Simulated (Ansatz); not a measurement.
Species: NaCl (charge +1, doublet). SMILES of the parent species: [Na][Cl]

Atoms: Na1, Cl2. Bonds: Na1-Cl2.

Bond lengths (Å) and angles (degrees) optimised at HF/6-31G* with Ansatz (a first-principles code); PBE/6-31G* with Ansatz; MP2/6-31G* with Ansatz, each started from the B3LYP-D3(BJ)/def2-TZVP structure (Ansatz) of the last column. A row stands for all coordinates that are equal there. 6-31G* holds six Cartesian d functions.

| coordinate | HF/6-31G* | PBE/6-31G* | MP2/6-31G* | B3LYP-D3(BJ)/def2-TZVP |
|---|---|---|---|---|
| Na1-Cl2 | 2.894 | 2.836 | 2.830 | 2.813 |

Mean signed difference of all 1 bond lengths from B3LYP-D3(BJ)/def2-TZVP: HF/6-31G* 0.082 Å, PBE/6-31G* 0.024 Å, MP2/6-31G* 0.018 Å.
